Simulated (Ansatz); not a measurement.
Basis-set extrapolation for C₇H₈O, SMILES `Cc1ccc(O)cc1` (PBE0-D4/def2-TZVP geometry, frozen core, the Gaussian-basis code of Ansatz). Multiplicity 1, RHF reference.

```tsv
	def2-TZVPP	def2-QZVPP
HF	-344.729934	-344.744772
MP2 correlation	-1.357599	-1.447696
CCSD(T) correlation	-1.456526	not run
```

Energies in hartree. Use E(X) = E(∞) + A·exp(−7.88·√X) for Hartree–Fock and E(X) = E(∞) + B·X^(−2.97) for correlation, with X = 3 and 4, and add CCSD(T) minus MP2 of the smaller set to the MP2 limit.

Q: What is the CCSD(T) energy at the basis-set limit?

A: HF limit: -344.744772 + (-0.014838) × 0.13774 = -344.74682. MP2 limit: -1.447696 + (-0.090097) × 0.74074 = -1.51443. Higher-order term: -1.456526 − (-1.357599) = -0.09893. Total: -346.36018 hartree, 456.1 kJ/mol below CCSD(T)/def2-TZVPP.
